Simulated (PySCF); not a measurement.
These 5 structures share the formula C4H4OS. Method: PySCF 2.14.0, PBE0-D3(BJ)/def2-SVP geometry optimisation, gas phase. Energies are electronic, without zero-point or thermal terms, for one conformer each. No frequencies were run at this level. Point groups hold within 0.08 Å.

Question: Order them by energy at this level, lowest first, and give relative energies in kcal/mol.
A. `[SH:1][c:2]1[cH:3][cH:4][cH:5][o:6]1` with H–S1–C2–C3 180° (2-furanthiol)
B. `[OH:1][c:2]1[cH:3][cH:4][s:5][cH:6]1` with H–O1–C2–C3 180°
C. `[OH:1][c:2]1[cH:3][cH:4][cH:5][s:6]1` with H–O1–C2–C3 -161°
D. 2(5H)-thiophenone (`C1C=CC(=O)S1`)
E. `[CH3:1][C:2](=[O:3])[CH:4]=[C:5]=[S:6]` with C1–C2–C4–C5 0°

Answer: D (0.0), B (6.1), C (9.1), A (14.9), E (24.6).

As drawn, the highest has cumulated double bonds and a C=S bond, which the lowest lacks.

| SMILES | E (Eh) | E rel (kcal/mol) | dipole (D) | point group | A, B, C (MHz) |
| --- | --- | --- | --- | --- | --- |
| O=C1C=CCS1 | -627.55278 | 0.0 | 4.47 | Cs | 4855, 3349, 2007 |
| Oc1ccsc1 | -627.54313 | 6.1 | 1.03 | Cs | 7200, 2543, 1879 |
| Oc1cccs1 | -627.53828 | 9.1 | 1.01 | – | 5338, 3277, 2032 |
| Sc1ccco1 | -627.52905 | 14.9 | 0.80 | Cs | 9028, 2144, 1732 |
| CC(=O)C=C=S | -627.51364 | 24.6 | 2.52 | Cs | 8689, 1410, 1223 |

How do the relative energies change in single points at PBE0/pcSseg-1 (no added dispersion term) on the same geometries?

```
     SMILES  PBE0-D3(BJ)/def2-SVP (kcal/mol)  PBE0/pcSseg-1 (kcal/mol)  shift
 O=C1C=CCS1                              0.0                       0.0    0.0
   Oc1ccsc1                              6.1                       7.9   +1.8
   Oc1cccs1                              9.1                      11.1   +2.0
   Sc1ccco1                             14.9                      16.5   +1.6
CC(=O)C=C=S                             24.6                      23.5   -1.1
```

Each column counts from its own lowest isomer. The order is unchanged; the largest shift is 2.0 kcal/mol.

As an exercise, what shares would exp(−E/RT) give at 1000 K from these electronic energies alone (no entropy, no degeneracies)?

RT = 1.987 kcal/mol: O=C1C=CCS1 94.5 %, Oc1ccsc1 4.5 %, Oc1cccs1 1.0 %, Sc1ccco1 0.1 %, CC(=O)C=C=S under 0.1 %.
